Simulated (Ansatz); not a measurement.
fcc Pd, treated with Hartree–Fock (Ansatz, a first-principles code, plane waves, PAW).

Run with plane-wave cutoff 460 eV, 14×14×14 k mesh, Fermi–Dirac smearing 0.05 eV, scalar-relativistic PAW data made under PBE.

Computed at the level's own relaxed cell.

Task: Estimate the volume per atom and lattice parameter a that the calculation returns.

Result: 
volume per atom: 29.01 Å³/atom
lattice parameter a: 4.878 Å

Measured, for comparison: equilibrium volume per atom 14.56 Å³/atom, lattice constant a 3.876 Å (static lattice: zero-point anharmonic expansion removed; as tabulated in Mejia-Rodriguez and Trickey (2018), arXiv:1807.09216). Computed (rounded) less measured: equilibrium volume per atom +99.2 %, lattice constant a +25.9 %.

Note: the cell is over a tenth larger than the published one (another phase or state, or a fault of the published cell, is possible).

The computed numbers hold no vibrational or temperature effects.

The result took very roughly 50 core-minutes.
